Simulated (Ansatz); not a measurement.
```xyz
16

C    -1.8088    1.1740    1.0705
C    -0.6815    0.3785    0.4859
C    -0.0193   -0.5831    1.2461
C     1.0411   -1.2908    0.7058
C     1.4585   -1.0572   -0.5949
C     0.7989   -0.1019   -1.3576
O     1.1500    0.1755   -2.6390
C    -0.2648    0.6091   -0.8181
H    -1.4361    2.0951    1.5294
H    -2.3313    0.6108    1.8456
H    -2.5337    1.4602    0.3063
H    -0.3394   -0.7775    2.2636
H     1.5509   -2.0394    1.3018
H     2.2881   -1.6165   -1.0173
H     1.8909   -0.3827   -2.8902
H    -0.7635    1.3460   -1.4379
```

Charge 0, multiplicity 1.

(1) List the CAM-B3LYP/def2-TZVPP orbital energies in eV (Ansatz). (Estimate.)

## Answers

(1) Ansatz gave: Occupied: -523.26, -280.51, -279.11, -278.91, -278.76, -278.63, -278.57, -278.53, -31.25, -25.64, -23.30, -22.40, -20.91, -18.73, -18.54, -16.36, -15.53, -14.90, -13.79, -13.56, -13.07, -12.97, -12.77, -12.01, -11.50, -10.95, -10.92, -8.30, -7.64. Lowest empty: 0.91, 1.35, 1.86, 2.39, 2.82, 3.50, 3.74, 4.14.
